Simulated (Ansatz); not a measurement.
We consider trigonal Te, described by LDA (PAW; Ansatz, an electronic-structure program).

Settings: plane-wave cutoff 520 eV, 12×12×6 k mesh (along the axes of the cell as run), Fermi–Dirac smearing 0.01 eV, scalar-relativistic PAW data made under PBE.

Properties against volume:

Shape and atoms are relaxed at each volume.

```tsv
V (Å³/atom)	P (GPa)	c (Å)	a (Å)
30.042	1.78	5.923	4.192
30.668	0.82	5.925	4.235
31.294	0.00	5.926	4.277
31.920	-0.68	5.925	4.320
32.546	-1.26	5.923	4.363
```

Note: the gap of the solid is closed in this run; this level leaves the solid without a gap, although one is measured; the bulk modulus comes from volumes at which shape and atoms were relaxed.
